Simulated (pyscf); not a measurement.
## Routes from Cl–C:–Cl (SMILES Cl[C]Cl) [singlet] + H₂C=CH₂ (SMILES C=C)

Candidate steps break at most two bonds and form at most two. Each was searched with GFN2-xTB (tblite) first. Single points on ωB97X-D3(BJ)/def2-SVP structures (PySCF, gas phase). MP2 and CC: frozen core, UHF for open shells. ΔMP2 is the change of the MP2 total energy from the triple- to the quadruple-zeta basis. Energies: CCSD(T)/def2-TZVPP + ΔMP2(QZVPP), kcal/mol, from the separated reactants, singlet surface; ΔG‡ with ideal gas, 1 atm, RRHO with modes under 100 cm⁻¹ raised to 100, one conformer, R ln 2 for chiral ones without a mode under 150 cm⁻¹.

```csv
products,type,ΔE‡,ΔE,ΔG‡ 298 K,ΔG‡ 900 K,ν‡ (cm⁻¹)
cyclic C₃H₄Cl₂ (SMILES ClC1(Cl)CC1),cycloaddition,2.6,-67.4,14.1,34.9,298i
H₂C=CH–CH(Cl)–Cl,insertion,19.5,-75.3,29.4,50.7,978i
```

Plain bond fissions and candidates not yet searched are not listed, and one of them may be faster. Each barrier is that of the saddle found; lower ones may exist. A restricted solution here is unstable towards spin polarisation, so biradical character is likely and single-reference numbers are less safe. The CCSD(T) − MP2 part came from Ansatz, without density fitting, on the same reference.
